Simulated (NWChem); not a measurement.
**Correlation energy of formaldehyde (CH$_{2}$O)**

```
C
O 1 1.1961
H 1 1.1199 2 122.51
H 1 1.1199 3 114.98 2 180.00
```
Charge 0, spin multiplicity 1.

The numbers come from NWChem runs, not from measurements. Structure: optimised with PBE0/def2-SVP, a minimum by its harmonic frequencies.

Basis set: 6-311G**. Each correlation energy counts from its own Hartree-Fock reference.

The correlated methods keep 2 core orbitals frozen. The Pople sets run with spherical d functions. Coupled-cluster values serve here as a point of comparison, not as the truth.

| method | correlation energy (mHa) |
|---|---|
| MP2 | -337.0 |
| SCS-MP2 | ? |
| CR-CCSD[T] | ? |
| CR-CCSD(T) | -360.2 |
| CCSD | -350.1 |
| CCSD+T(CCSD) | ? |
| CCSD(T) | -362.5 |

Task: What belongs in the gaps?

Result: 
- SCS-MP2, correlation energy (mHa): -332.0
- CR-CCSD[T], correlation energy (mHa): -361.0
- CCSD+T(CCSD), correlation energy (mHa): -363.5
